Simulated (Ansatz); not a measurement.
Unbranched silanes SinH2n+2. Quantity: electronic atomisation energy to ground-state atoms, in kcal/mol. No value on the same footing is at hand for n = 3. Geometries: B3LYP-D3(BJ)/def2-TZVP minima from Ansatz (a program for electronic structure), one conformer each, not searched for the lowest. Cores are frozen in the correlated levels unless marked. Open shells are spin-unrestricted. Spin-orbit coupling is left out. Non-relativistic. Basis-set limits of correlation are two-point, X^-3; Hartree-Fock from the larger set. [CCSD(T)-MP2]/basis is that difference in the basis named. The first level has limits of its own: it lacks core correlation, which all-electron functionals hold.

| n | species (SMILES) | RI-MP2/CBS(cc-pV(T+d)Z,cc-pV(Q+d)Z)+[CCSD(T)-MP2]/cc-pV(T+d)Z (Ansatz) | PBE/def2-TZVPD (Ansatz) | PBE0-D4/def2-TZVPD (Ansatz + dftd4) |
|---|---|---|---|---|
| 1 | [SiH4] (SiH4) | 325.9 | 313.5 | 316.1 |
| 2 | [SiH3][SiH3] | ? | ? | ? |
| 4 | [SiH3][SiH2][SiH2][SiH3] | 963.1 | 935.8 | 947.4 |
| 5 | [SiH3][SiH2][SiH2][SiH2][SiH3] | 1176.3 | 1143.8 | 1158.6 |
| 6 | [SiH3][SiH2][SiH2][SiH2][SiH2][SiH3] | 1390.0 | 1350.9 | 1370.5 |

**Question.** Fit a straight line through the known rows at each level by least squares, predict the withheld row (n = 2), and compare with the run.

**Answer.** 
- The known rows have mean n = 4 and Σ(n - mean)² = 14.
- RI-MP2/CBS(cc-pV(T+d)Z,cc-pV(Q+d)Z)+[CCSD(T)-MP2]/cc-pV(T+d)Z: mean 963.825, Σ(n - mean)(y - mean) = 2978.600, slope 212.757 kcal/mol a step; the line gives 963.825 + (212.757)×(2 - 4) = 538.3; the run gives 537.2, -1.1 from the line, whose largest residual on the known rows is 0.7.
- PBE/def2-TZVPD: mean 936.000, Σ(n - mean)(y - mean) = 2905.100, slope 207.507 kcal/mol a step; the line gives 936.000 + (207.507)×(2 - 4) = 521.0; the run gives 520.4, -0.6 from the line, whose largest residual on the known rows is 0.3.
- PBE0-D4/def2-TZVPD: mean 948.150, Σ(n - mean)(y - mean) = 2951.300, slope 210.807 kcal/mol a step; the line gives 948.150 + (210.807)×(2 - 4) = 526.5; the run gives 525.4, -1.1 from the line, whose largest residual on the known rows is 0.8.
- PBE minus the first level along the series: -12.4, -16.8, -27.3, -32.5, -39.1 kcal/mol.
